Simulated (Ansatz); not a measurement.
A structure relaxed at PBE0-D4/def2-TZVP in Ansatz, charge 1, singlet:

```xyz
3

Li   -0.648    0.089    1.498
Li    0.648   -0.089   -1.498
H     0.000    0.000    0.000
```

Problem. Give its formula and point group.

Solution. Li₂H⁺ (the lowest singlet isomer of a short search). Point group D∞h (tolerance 0.1 Å).

Problem. Summarise the bond lengths by kind (pairs closer than 1.2 times the sum of covalent radii, bridged metal pairs left out).

Solution. 2 × H–Li 1.63 Å.

The structure comes from a short search, and lower isomers may exist.
